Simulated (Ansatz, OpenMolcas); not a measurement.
# From OpenMolcas to Ansatz

This OpenMolcas 26.06 job computes SiO2 (silicon dioxide molecule):

run.input:
```
>>> EXPORT MOLCAS_PRINT=2

&gateway
  baslib = $CurrDir
  coord
  3
  bohr
  O      1.30623539     2.30034471     0.97082790
  Si    -0.00137950     0.00083148    -0.00030236
  O     -1.30487479    -2.30119509    -0.97052554
  basis = STO-3G
  group = NoSym

&seward
  gridinput
  Grid=UltraFine
  End of Grid

&scf
  ksdft = B3LYP
  thresholds = 1e-10 1e-07 1e-07 1e-05
  prorbitals = 1 1
```

```bash
$ export MOLCAS_MEM=1860
$ pymolcas run.input > run.log
```

(Basis files named in the input come from the Basis Set Exchange and aren't shown.)

The coordinates come from a GFN2-xTB relaxation.

It gives a total energy of -434.378831 Eh.

Problem. Translate the job to Ansatz 0.2.0 as an input file of the program's own.

Solution. For example:

input.yaml:
```yaml
crystal:
  periodic: [false, false, false]
  atoms:
    - {symbol: O, position_ang: [0.691230, 1.217290, 0.513740]}
    - {symbol: Si, position_ang: [-0.000730, 0.000440, -0.000160]}
    - {symbol: O, position_ang: [-0.690510, -1.217740, -0.513580]}
basis:
  gaussian:
    orbitals: STO-3G
hamiltonian:
  xc: {name: B3LYP}
accuracy: high
```

```bash
$ ansatz run input.yaml --threads 1 --pin off --max-ram 2610MiB --events-out events.jsonl --progress --plain --runs-dir runs
```

Its energy is -434.378831 Eh, the same as the first but for the last digit, at most.
